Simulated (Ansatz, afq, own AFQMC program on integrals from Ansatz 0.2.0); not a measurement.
GeH4⁺, doublet: AFQMC among the cluster methods

```xyz
5

Ge    0.0000    0.0000    0.0000
H     0.6287    1.1580    1.1565
H    -0.6382   -1.1533    1.1560
H    -0.6263    1.1545   -1.1612
H     0.6359   -1.1593   -1.1513
```

Basis 6-31G. Noble-gas cores (and the filled d shells of Ga–Kr and In–Xe) are frozen. AFQMC by an in-house program on the Cholesky factors that Ansatz 0.2.0 writes for its CCSD(T) run. The CISD trial takes its coefficients from CCSD amplitudes. Released means that phaseless walkers are propagated on without the constraint, phases kept. Error bars are statistical, one sigma. No spin–orbit coupling.

Determinant: UHF, the one that the program's search chose, which needn't be the lowest solution. The geometry is a point of a scan.

Full CI on the same integrals is exact in this basis and with this determinant's frozen core.

Cautions: no relativity below Rb; no spin-orbit coupling; inner d shell frozen; unrestricted determinant slightly spin contaminated (⟨S²⟩ 0.83 against 0.75); the released energies are still falling, so no released level is given (meV from the phaseless value at times in 1/Eh: -3.4 ± 1.5 at 0.24, -6.4 ± 1.2 at 0.51, -10.4 ± 1.1 at 0.99, -12.8 ± 1.0 at 1.62, -15.5 ± 1.4 at 2.40).

- T1 diagnostic: 0.0336
- weight of the determinant in the CISD state: 0.878
- ⟨S²⟩ of the determinant: 0.835
- size of the correlated space: 7 electrons in 23 orbitals

Reference: full CI, correlation energy -2.743 eV.

```json
{"level": "HF", "E − E(reference) (kJ/mol)": "264.6", "share of correlation (%)": "0.00"}
{"level": "MP2", "E − E(reference) (kJ/mol)": "105.6", "share of correlation (%)": "60.10"}
{"level": "CCSD", "E − E(reference) (kJ/mol)": "9.7", "share of correlation (%)": "96.34"}
{"level": "CCSD(T)", "E − E(reference) (kJ/mol)": "3.5", "share of correlation (%)": "98.68"}
{"level": "ph-AFQMC/CISD", "E − E(reference) (kJ/mol)": "2.1 ± 0.3", "share of correlation (%)": "99.20"}
```

A walk keeps the symmetry of its determinant, which the program's search chose and which needn't be the lowest solution, so a lower state of the same spin and another symmetry isn't excluded.
